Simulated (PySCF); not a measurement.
**Broadened absorption spectrum of n-PeOH**

Compound: n-PeOH, C5H12O.
Atom-mapped SMILES: `[CH3:1][CH2:2][CH2:3][CH2:4][CH2:5][OH:6]` (hydrogens: H7, H8, H9 on C1; H10, H11 on C2; H12, H13 on C3; H14, H15 on C4; H16, H17 on C5; H18 on O6)

Computed, not measured: TDDFT CAM-B3LYP/def2-SVPD, vertical, gas phase, core orbitals frozen in the response (PySCF 2.14.0, density-fitted response routines). Geometry: GFN2-xTB, one conformer, isolated molecule. Torsions of this conformer, `[CH3:1][CH2:2][CH2:3][CH2:4][CH2:5][OH:6]`: C1–C2–C3–C4 180°, C2–C3–C4–C5 180°, C3–C4–C5–O6 -179°, H–O6–C5–C4 -56°.

Computed states:

```tsv
state	E (eV)	f
S1	6.95	0.0076
S2	8.11	0.014
S3	8.43	0.010
S4	8.51	0.014
S5	8.71	0.035
S6	8.98	0.0087
S7	9.00	0.0086
S8	9.25	0.0044
```

Each state is given a Gaussian of 0.3 eV full width at half maximum, with ε(max) = 2.175×10⁸ f / Δν̃ (Δν̃ the width in cm⁻¹). The width is an assumption, not a result. The curve ends short of the highest state used, and states not computed would add to its high-energy end.

**Question.** What does the envelope look like, and where are its maxima?

**Answer.** 
```csv
λ (nm),ε (L mol⁻¹ cm⁻¹)
143.3,3702
144.4,3411
145.5,3005
146.6,2536
147.7,1994
148.8,1497
149.9,1223
151.0,1207
152.1,1292
153.2,1273
154.3,1066
155.4,742
156.5,428
157.6,207
158.7,84
159.8,29
160.9,8
162.0,2
163.1,0
164.2,0
165.3,0
166.4,0
167.5,1
168.6,5
169.8,15
170.9,40
172.0,88
173.1,171
174.2,290
175.3,431
176.4,565
177.5,657
178.6,680
179.7,628
180.8,521
181.9,389
183.0,263
184.1,161
185.2,90
186.3,46
187.4,22
188.5,9
189.6,4
190.7,1
```

Maxima: 178 nm (6.95 eV), ε about 680, made up of S1 (100%); 153 nm (8.13 eV), ε about 1300, made up of S2 (94%) (ε in L mol⁻¹ cm⁻¹; maxima over ε = 5, shares over 10%). At its high-energy end, 8.65 eV, the curve is still rising (ε about 3700, from S4 and S5).

**Question.** What would ε be at 8.13 eV, the highest of these maxima, with half the width (0.15 eV)?

**Answer.** About 2360 L mol⁻¹ cm⁻¹ against 1310, a factor of about 1.8; a lone state at its own centre would give exactly 2.

**Question.** Coming from long wavelengths, where does ε first pass 100 L mol⁻¹ cm⁻¹?

**Answer.** At about 185 nm (6.70 eV), 0.25 eV below S1.

Hardware: one thread, Arm Neoverse V1, on a shared host. Cost: 48 s wall.
